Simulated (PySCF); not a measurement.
**Stretching CCl**

Set-up: PySCF, no relativity, basis sets C pcseg-1, Cl pcseg-1. Energies in eV from C + Cl in their ground configurations at the same level. State: ²Π (doublet), unpaired electrons π ↑.

All columns are PBE0. A positive dipole means C(−)Cl(+).

```csv
R (Å),E (eV),μ (D),Mulliken charge on C (basis-dependent),HOMO (eV),LUMO (eV),Mayer bond order,⟨S²⟩
1.440,-3.051,2.56,-0.22,-5.39,-2.47,1.50,0.75
1.507,-3.650,2.23,-0.16,-5.72,-2.75,1.44,0.75
1.574,-3.972,1.87,-0.12,-6.05,-3.02,1.39,0.75
1.624,-4.083,1.58,-0.08,-6.29,-3.23,1.36,0.75
1.674,-4.111,1.29,-0.05,-6.52,-3.43,1.34,0.75
1.724,-4.076,1.00,-0.02,-6.74,-3.62,1.32,0.75
1.791,-3.959,0.61,0.02,-7.03,-3.87,1.29,0.75
1.875,-3.735,0.13,0.06,-7.36,-4.17,1.26,0.75
1.975,-3.398,-0.42,0.10,-7.72,-4.49,1.23,0.76
2.109,-2.899,-1.12,0.15,-8.12,-4.89,1.19,0.76
```

A fit through these points gives, at Re = 1.669 Å, μ = 1.32 D and dμ/dR = -5.80 D/Å; the reduced mass is 8.934 u.

**Question.** How strong is the fundamental in the double-harmonic approximation, I = 42.26·(dμ/dR)²/μred km/mol?

**Answer.** I = 42.26·(-5.80)²/8.934 = 159 km/mol at PBE0.

The state was picked by a PBE0 search and need not be the measured ground state.
